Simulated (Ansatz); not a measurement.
Basis-set extrapolation for C4H10S, SMILES `CCSCC` (PBE0-D4/def2-TZVP geometry, frozen core, Ansatz). Multiplicity 1, RHF reference.

|  | def2-TZVPP | def2-QZVPP |
| --- | --- | --- |
| HF | -554.895266 | -554.914302 |
| MP2 correlation | -0.889420 | -0.949648 |
| CCSD(T) correlation | -0.990413 | not run |

Energies in hartree. Use E(X) = E(∞) + A·exp(−7.88·√X) for Hartree–Fock and E(X) = E(∞) + B·X^(−2.97) for correlation, with X = 3 and 4, and add CCSD(T) minus MP2 of the smaller set to the MP2 limit.

Question: What is the CCSD(T) energy at the basis-set limit?

Answer: HF limit: -554.914302 + (-0.019036) × 0.13774 = -554.91692. MP2 limit: -0.949648 + (-0.060228) × 0.74074 = -0.99426. Higher-order term: -0.990413 − (-0.889420) = -0.10099. Total: -556.01217 hartree, 332.1 kJ/mol below CCSD(T)/def2-TZVPP.
